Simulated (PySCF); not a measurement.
Compound: C5H7Cl.
Cartesian coordinates in Å at the PBE0-D3(BJ)/def2-SVP level; atoms count from 1:
```xyz
13
C5H7Cl angstrom
C     -1.830    0.083   -0.070
C     -0.432    0.570   -0.227
C      0.663   -0.053    0.240
C      2.012    0.450    0.071
C      3.094   -0.184    0.543
Cl     4.699    0.406    0.347
H     -2.313   -0.064   -1.051
H     -1.872   -0.869    0.478
H     -2.450    0.819    0.471
H     -0.298    1.516   -0.769
H      0.548   -0.999    0.784
H      2.144    1.393   -0.470
H      3.038   -1.128    1.092
```

The calculation used PBE0-D3(BJ)/def2-SVP geometry optimisation, gas phase (PySCF).

Masses are those of the commonest isotopes; rigid-rotor values at the optimised geometry. The values belong to one conformer with, in the numbering `[CH3:1]/[CH:2]=[CH:3]/[CH:4]=[CH:5]/[Cl:6]`, C2–C3–C4–C5 180°.

Q: Give the principal moments of inertia and the rotational constants in MHz.

A: Ia = 19.94, Ib = 605.73, Ic = 622.54 u·Å²; 505379 MHz·u·Å²/I gives A = 25343, B = 834.3, C = 811.8 MHz.

Q: Classify the top.

A: A near-prolate asymmetric top: κ = (2 × 834.3 − 25343 − 811.8)/(25343 − 811.8) = -1.00.

Q: What does the inertial defect say?

A: Not planar: Δ = Ic − Ia − Ib = -3.14 u·Å². For a rigid frame Δ = −2 Σ m c², so Σ m c² = 1.57 u·Å² lies off the ab plane, practically all of it from hydrogen. The atom farthest from that plane is 0.89 Å away.

Q: Which types of transition are allowed, and where do some lines up to J = 2 fall?

A: The dipole components are |μa| = 1.95 D, |μb| = 0.31 D, |μc| = 0.00 D; the mirror of this Cs structure is the ab plane, so μc vanishes by symmetry and there are no c-type lines. Intensities carry the squares of the components, which stand as 1.00 : 0.03 (a : b). Some lines, for components of 0.1 D or more:

```csv
type,branch,"J(Ka,Kc)",MHz,lower level (cm⁻¹)
a,R,"1(0,1) ← 0(0,0)",1646,0.000
a,R,"2(1,2) ← 1(1,1)",3270,0.872
a,R,"2(0,2) ← 1(0,1)",3292,0.055
a,R,"2(1,1) ← 1(1,0)",3315,0.873
b,Q,"1(1,0) ← 1(0,1)",24531,0.055
b,Q,"2(1,1) ← 2(0,2)",24553,0.165
b,R,"1(1,1) ← 0(0,0)",26154,0.000
b,R,"2(1,2) ← 1(0,1)",27778,0.055
b,Q,"2(2,0) ← 2(1,1)",73525,0.984
b,Q,"2(2,1) ← 2(1,2)",73592,0.981
b,R,"2(2,1) ← 1(1,0)",76840,0.873
b,R,"2(2,0) ← 1(1,1)",76862,0.872
```

No PBE0-D3(BJ)/def2-SVP frequencies stand behind this structure, so it isn't proved a minimum. These are rigid-rotor constants of the computed structure; measured ground-state constants (B0) also hold zero-point vibration. A rigid rotor knows nothing of internal rotation, which can split or shift real lines. Quadrupole hyperfine structure (35Cl) is left out.
